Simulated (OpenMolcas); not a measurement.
**One shape, several levels: AlH3 (SMILES [AlH3])**

We compute a comparison of 6 runs (HF/STO-3G, B3LYP/6-31G*, BHLYP/def2-TZVPPD, BLYP/def2-TZVPPD, M06-2X/def2-TZVPPD, CCSD(T)/def2-TZVPPD) of AlH3. 

The results are computed with OpenMolcas 26.06.

1 further run of the same task is left out (set aside as unsound or not needed).

### 1 The molecule

AlH3 has 4 atoms, charge 0, and is taken as a singlet. As SMILES, `[AlH3]`. The coordinates come from a PBE0-D4/def2-TZVP relaxation.

Bond lengths: Al1–H2 1.586 Å, Al1–H3 1.586 Å, Al1–H4 1.586 Å. Angles: H2–Al1–H3 120.0°, H2–Al1–H4 120.0°, H3–Al1–H4 120.0°.

### 2 Energy and forces at HF/STO-3G (run 1)

Contents of test.input:

```
* AlH3 Hartree-Fock
&GATEWAY
BasLib=$CurrDir
Coord
4
angstrom
Al       0.013700      -0.014800      -0.005100
H        0.633200       0.670900       1.283600
H       -1.340800      -0.832000       0.105100
H        0.749400       0.115700      -1.403900
Basis=STO-3G
Group=NoSym
&SEWARD
&SCF
Thresholds=1e-10 1e-07 1e-07 1e-05
PrOrbitals=0
&ALASKA
```

The basis set STO-3G is read from a file made from the Basis Set Exchange's data (not shown).

Started as:

```sh
$ export MOLCAS_MEM=1860
$ pymolcas test.input > test.log
```

The program printed:

```text
--- Start Module: gateway ---
[...]
--- Stop Module: gateway /rc=_RC_ALL_IS_WELL_ ---
[...]
      Basis functions           12
[...]
--- Start Module: scf ---
[...]
       Convergence after   8 Iterations
[...]
::    Total SCF energy                               -240.7129579274
[...]
      Total spin, S                                     0.0000000000
[...]
      Total electronic charge=   16.000000
      Total            charge=   -0.000000
[...]
      Dipole Moment (debye):
      Origin of the operator (angstrom)=    0.0137   -0.0148   -0.0051
                   X= -1.3191E-03               Y=  1.9133E-03               Z= -1.8842E-04           Total=  2.3316E-03
      Quadrupole Moment (debye*angstrom):
[...]
--- Stop Module: scf /rc=_RC_ALL_IS_WELL_ ---
--- Start Module: alaska ---
[...]
 *              Molecular gradients               *
 **************************************************
  Irreducible representation: a
 ------------------------------------------------------------------------------------------
                              X                       Y                       Z
 ------------------------------------------------------------------------------------------
  AL1              -6.69105977976342E-05    6.97727760692081E-05    9.85493004467680E-06
  H2                1.83274241278133E-02    2.02592354675883E-02    3.81051058282091E-02
  H3               -4.00311402054920E-02   -2.41733251720688E-02    3.25833374842793E-03
  H4                2.17706266754736E-02    3.84431692841236E-03   -4.13732945066823E-02
 ------------------------------------------------------------------------------------------
--- Stop Module: alaska /rc=_RC_ALL_IS_WELL_ ---
[...]
```

Run time: 1.8 s. Hardware: 1 thread of Intel Xeon 6975P-C (Granite Rapids), shared host; peak memory 0.37 GiB.

### 3 Energy and forces at B3LYP/6-31G(d) (spherical functions) (run 2)

Contents of geom.xyz:

```xyz
4

Al     0.013700    -0.014800    -0.005100
H      0.633200     0.670900     1.283600
H     -1.340800    -0.832000     0.105100
H      0.749400     0.115700    -1.403900
```

Contents of calc.inp:

```
* AlH3 Kohn-Sham DFT
&GATEWAY
BASLIB = $CurrDir
COORD = geom.xyz
BASIS = 6-31Gs
GROUP = NoSym
&SEWARD
GRIDINPUT
Grid=UltraFine
End of Grid
&SCF
KSDFT = B3LYP
THRESHOLDS = 1e-10 1e-07 1e-07 1e-05
PRORBITALS = 1 2
&ALASKA
```

The basis set 6-31G* is read from a file made from the Basis Set Exchange's data (not shown).

Started as:

```sh
$ export MOLCAS_MEM=1860
$ pymolcas calc.inp > calc.log
```

The program printed:

```text
--- Start Module: gateway ---
[...]
--- Stop Module: gateway /rc=_RC_ALL_IS_WELL_ ---
[...]
      Basis functions           24
[...]
--- Start Module: scf ---
[...]
       Convergence after   8 Iterations
[...]
::    Total KS-DFT energy                            -244.2031958176
[...]
      Total spin, S                                     0.0000000000
[...]
      Total electronic charge=   16.000000
      Total            charge=   -0.000000
[...]
      Dipole Moment (debye):
      Origin of the operator (angstrom)=    0.0137   -0.0148   -0.0051
                   X= -1.0941E-03               Y=  1.5172E-03               Z= -1.0541E-04           Total=  1.8736E-03
      Quadrupole Moment (debye*angstrom):
[...]
--- Stop Module: scf /rc=_RC_ALL_IS_WELL_ ---
[...]
--- Start Module: alaska ---
[...]
 *              Molecular gradients               *
 **************************************************
  Irreducible representation: a
 ------------------------------------------------------------------------------------------
                              X                       Y                       Z
 ------------------------------------------------------------------------------------------
  AL1              -3.65408004777527E-05    2.60077364447552E-05    9.03398934251821E-06
  H2               -3.78507143999340E-04   -4.37756665481404E-04   -8.00081988324930E-04
  H3                8.55848315001850E-04    5.00733298136824E-04   -6.86929016148474E-05
  H4               -4.40800370522743E-04   -8.89843691011249E-05    8.59740900597483E-04
 ------------------------------------------------------------------------------------------
--- Stop Module: alaska /rc=_RC_ALL_IS_WELL_ ---
[...]
```

It took 3.3 s on 1 thread of Intel Xeon 6975P-C (Granite Rapids), shared host; peak memory 0.37 GiB.

Run 3 isn't shown in full; the table further down has it.

### 4 Energy and gradient at BLYP/def2-TZVPPD (run 4)

Contents of run.input:

```
* AlH3 Kohn-Sham DFT
>>> EXPORT MOLCAS_PRINT=2

&GATEWAY
  BasLib=$CurrDir
  Coord
  4
  angstrom
  Al       0.013700      -0.014800      -0.005100
  H        0.633200       0.670900       1.283600
  H       -1.340800      -0.832000       0.105100
  H        0.749400       0.115700      -1.403900
  Basis=def2-TZVPPD
  Group=NoSym

&SEWARD
  GridInput
  Grid=UltraFine
  End of Grid

&SCF
  KSDFT=BLYP
  Thresholds=1e-10 1e-07 1e-07 1e-05
  PrOrbitals=1 2

&ALASKA
```

The basis set def2-TZVPPD is read from a file made from the Basis Set Exchange's data (not shown).

Started as:

```sh
$ export MOLCAS_MEM=1860
$ pymolcas run.input > run.log
```

The program printed:

```text
--- Start Module: gateway ---
[...]
--- Stop Module: gateway /rc=_RC_ALL_IS_WELL_ ---
[...]
      Basis functions           99
[...]
--- Start Module: scf ---
[...]
       Convergence after   9 Iterations
[...]
::    Total KS-DFT energy                            -244.1998749948
[...]
      Total spin, S                                     0.0000000000
[...]
      Total electronic charge=   16.000000
      Total            charge=   -0.000000
[...]
      Dipole Moment (debye):
      Origin of the operator (angstrom)=    0.0137   -0.0148   -0.0051
                   X= -1.0572E-03               Y=  1.4650E-03               Z= -1.0200E-04           Total=  1.8095E-03
      Quadrupole Moment (debye*angstrom):
[...]
--- Stop Module: scf /rc=_RC_ALL_IS_WELL_ ---
[...]
--- Start Module: alaska ---
[...]
 *              Molecular gradients               *
 **************************************************
  Irreducible representation: a
 ------------------------------------------------------------------------------------------
                              X                       Y                       Z
 ------------------------------------------------------------------------------------------
  AL1              -3.47514362831808E-05    2.57025886690192E-05    9.59299209975825E-06
  H2               -1.30004980765097E-04   -1.62361061042726E-04   -2.84773142136041E-04
  H3                3.14044036672234E-04    1.74436372668341E-04   -2.50562024359802E-05
  H4               -1.49287619623073E-04   -3.77779002941891E-05    3.00236352466454E-04
 ------------------------------------------------------------------------------------------
--- Stop Module: alaska /rc=_RC_ALL_IS_WELL_ ---
[...]
```

It took 19 s on 1 thread of Intel Xeon 6975P-C (Granite Rapids), shared host; peak memory 0.55 GiB.

Run 5 isn't shown in full; the table further down has it.

### 5 A single-point energy at CCSD(T)/def2-TZVPPD (Cholesky decomposition) (run 6)

Contents of input.xyz:

```xyz
4

Al     0.013700    -0.014800    -0.005100
H      0.633200     0.670900     1.283600
H     -1.340800    -0.832000     0.105100
H      0.749400     0.115700    -1.403900
```

Contents of mol.input:

```
>>> EXPORT MOLCAS_PRINT=2

&GATEWAY
 BasLib=$CurrDir
 Coord=input.xyz
 Basis=def2-TZVPPD
 Group=NoSym

&SEWARD
 High

&SCF
 Thresholds=1e-10 1e-07 1e-07 1e-05
 PrOrbitals=1 1

&CHCC
 Frozen=5
 Threshold=1e-08
 MaxIterations=80

&CHT3
 Frozen=5
```

The basis set def2-TZVPPD is read from a file made from the Basis Set Exchange's data (not shown).

Started as:

```sh
$ export MOLCAS_MEM=1860
$ pymolcas mol.input > mol.log
```

The program printed:

```text
--- Start Module: gateway ---
[...]
--- Stop Module: gateway /rc=_RC_ALL_IS_WELL_ ---
[...]
      Basis functions           99
[...]
       Convergence after   9 Iterations
[...]
::    Total SCF energy                               -243.6419438776
[...]
      Total spin, S                                     0.0000000000
[...]
      Total electronic charge=   16.000000
      Total            charge=   -0.000000
[...]
      Dipole Moment (debye):
      Origin of the operator (angstrom)=    0.0137   -0.0148   -0.0051
                   X= -1.2382E-03               Y=  1.7281E-03               Z= -1.3503E-04           Total=  2.1301E-03
      Quadrupole Moment (debye*angstrom):
[...]
--- Start Module: chcc ---
[...]
--- Stop Module: chcc /rc=_RC_ALL_IS_WELL_ ---
[...]
--- Start Module: cht3 ---
[...]
--- Stop Module: cht3 /rc=_RC_ALL_IS_WELL_ ---
[...]
```

It took 44 s on 1 thread of Intel Xeon 6975P-C (Granite Rapids), shared host; peak memory 0.18 GiB.

### 6 The series

```
run                                         level  integration grid  integral approximation  energy (Eh)  dipole moment (D) of the reference  HOMO energy (eV)  LUMO energy (eV)  wall time
  1                                     HF/STO-3G                 –                    none  -240.712958                                0.00             -9.15              8.83      1.8 s
  2            B3LYP/6-31G* (spherical functions)         UltraFine                    none  -244.203196                                0.00             -8.36             -1.93      3.3 s
  3                             BHLYP/def2-TZVPPD         UltraFine                    none  -244.203733                                0.00             -9.80             -1.00       15 s
  4                              BLYP/def2-TZVPPD         UltraFine                    none  -244.199875                                0.00             -7.23             -2.45       19 s
  5                            M06-2X/def2-TZVPPD         UltraFine                    none  -244.170745                                0.00             -9.72             -1.20       20 s
  6  CCSD(T)/def2-TZVPPD (Cholesky decomposition)                 –                 CD high  -243.761576                                0.00            -11.75              0.88       44 s
```

### 7 What came out

| quantity | value |
| --- | --- |
| run 6: total energy | -243.76158 Eh |
| run 6: dipole moment (mean-field density) | 0.00 D |
| run 6: HOMO energy (Hartree–Fock orbitals) | -11.75 eV |
| run 6: LUMO energy (Hartree–Fock orbitals) | 0.88 eV |
| run 6: HOMO–LUMO gap (Hartree–Fock orbitals) | 12.63 eV |
| run 6: correlation energy (5 core orbitals frozen) | -119.6 mEh |
| run 6: (T) correction | -1.60 mEh |

**Reading.** Over runs 1, 2, 3, 4, 5 the HOMO–LUMO gap runs from 4.77 eV (BLYP/def2-TZVPPD) to 17.98 eV (HF/STO-3G). The two ends differ in method and basis. Totals of different functionals can't be ranked against each other. In run 1 the basis is minimal, so the values are rough. All runs together took 1.7 min, the longest 44 s.
